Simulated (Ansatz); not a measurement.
**BH2SF (SMILES FBS): methods side by side**

The species is BH2SF (5 atoms), meant as a singlet with charge 0. As SMILES, `FBS`. The coordinates come from a PBE0-D4/def2-TZVP relaxation. This is one conformer, not always the lowest.

```xyz
5

F    -1.1191   -0.9059   -1.0692
B    -0.4128   -0.3391   -0.1061
S     0.9724    0.6986   -0.5794
H    -0.7120   -0.5309    1.0337
H     1.3214    1.0037    0.6796
```

Each level gives the energy change with the S3–H5 bond stretched from 1.342 to 2.683 Å (eV). The values are calculated.

```tsv
level	kind	program	value (eV)	less FCI/STO-3G	CPU time (all runs)
BLYP/STO-3G (restricted)	GGA	Ansatz	4.92	+1.06	2.9 s
PBE/STO-3G (restricted)	GGA	Ansatz	5.12	+1.26	2.8 s
PBE0/STO-3G (restricted)	global hybrid	Ansatz	5.90	+2.04	2.3 s
HSE06/STO-3G (restricted)	range-separated hybrid	Ansatz	5.87	+2.01	2.9 s
wB97M-V/STO-3G (restricted)	range-separated hybrid	Ansatz	6.26	+2.40	40 s
RPA@PBE/STO-3G (restricted)	RPA	Ansatz	4.69	+0.83	4.4 s
CCSDT/STO-3G (restricted)	coupled cluster or CI	Ansatz	3.87	+0.01	0.94 s
CCSDTQ/STO-3G (restricted)	coupled cluster or CI	Ansatz	3.86	0.00	24 s
FCI/STO-3G	exact in the basis	Ansatz	3.86	0.00	46 s
```

FCI/STO-3G is exact within its basis and frozen core, so for wave-function methods in that basis the difference is their error; functionals converge differently with the basis, so for them it is only a difference. The first shape isn't each level's own minimum. The values span 3.86 to 6.26 eV. All rows use very small basis sets, so even the best lies far from the true value. Times are those of the runs behind each value, whatever else they computed, on shared processors of several kinds: orders of magnitude only.
